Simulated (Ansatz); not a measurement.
# hcp Be

Method: LDA (Ansatz, a first-principles code, plane waves, PAW).

Settings: plane-wave cutoff 500 eV, 5×5×5 k mesh, Fermi–Dirac smearing 0.1 eV, cell of 36 sites, scalar-relativistic PAW data made under PBE.

Cell: relaxed at this level.

```json
{
 "vacancy_formation_energy": "1.13 eV",
 "vacancy_formation_energy_before_relaxation": "1.14 eV"
}
```

Note: energies are extrapolated to zero smearing, and mesh and cell size move such values by some hundredths of an eV or more.

Computed values are for the static lattice.
